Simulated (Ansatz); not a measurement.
Grey tin (α-Sn)

Computed with PBEsol (Ansatz, an electronic-structure program, PAW).

Settings: plane-wave cutoff 500 eV, 10×12×1 k mesh (along the axes of the cell as run), Fermi–Dirac smearing 0.1 eV, scalar-relativistic PAW data made under PBE.

Cell: relaxed at this level.

| Property | Value |
|---|---|
| surface energy of the (110) face | 0.90 J/m² |
| work function of the (110) face | 4.46 eV |

The slab of 16 atoms is relaxed and unreconstructed.

Spin–orbit coupling is not included.

Computed values are for the static lattice.

It cost around 20 core-minutes (rough) of CPU time.
